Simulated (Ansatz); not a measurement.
# Structure relaxation of Au2Cl

Computed with DFT PBE, scalar-relativistic, plane waves, PAW in Ansatz 0.2.0. Cutoff 420 eV, Γ-centred k mesh, Gaussian smearing, no spin polarisation in the final step.

Au2Cl was placed on the marcasite structure type (Pnnm, No. 58), with Cl in place of Fe, Au in place of S, at a guessed volume.

```
CELL_PARAMETERS angstrom
4.97544 0.00000 0.00000
0.00000 6.07249 0.00000
0.00000 0.00000 3.79085
ATOMIC_POSITIONS crystal
Au 0.20040 0.37870 0.00000
Au 0.79960 0.62130 0.00000
Au 0.70040 0.12130 0.50000
Au 0.29960 0.87870 0.50000
Cl 0.00000 0.00000 0.00000
Cl 0.50000 0.50000 0.50000
```

Cell and atoms relax at zero pressure; the relaxation can't lower the symmetry of the start. After a coarse first stage the cell is made exact in the group found at 0.06 Å.

Energies over the elements count from the elements' standard structures at the same level (Cl₂ as a molecule), with no empirical corrections.

(1) What does it relax into?

(2) What are its volume, energy, density and gap?

Results:

(1) It ends in Immm (No. 71). Conventional cell: a = 3.236 Å, b = 3.307 Å, c = 11.685 Å. Au is coordinated by 2 Cl at 2.68 Å, 4 Au at 2.83 Å and 4 Au at 3.24–3.31 Å; around Cl lie 4 Au at 2.68 Å and 4 Cl at 3.24–3.31 Å.

```xyz
3
Lattice="-1.6179 1.6535 5.8426 1.6179 -1.6535 5.8426 1.6179 1.6535 -5.8426" Properties=species:S:1:pos:R:3 pbc="T T T"
Au    0.0000    1.6535    2.1082
Au    1.6179    0.0000    3.7344
Cl    0.0000    0.0000    0.0000
```

(2) The volume per atom is 20.84 Å³. The density is 11.40 g/cm³. The energy over the elements is 0.08 eV/atom and the gap on the 20×20×20 mesh is 0 eV (a metal).

The final run used a 20×20×20 mesh on its 3-atom cell and 0.10 eV smearing. The k mesh leaves about 4 meV/atom of noise in metals. Spin–orbit coupling is left out. A structure relaxed within its symmetry needn't be a true minimum. The steps took about 15 core-minutes in all.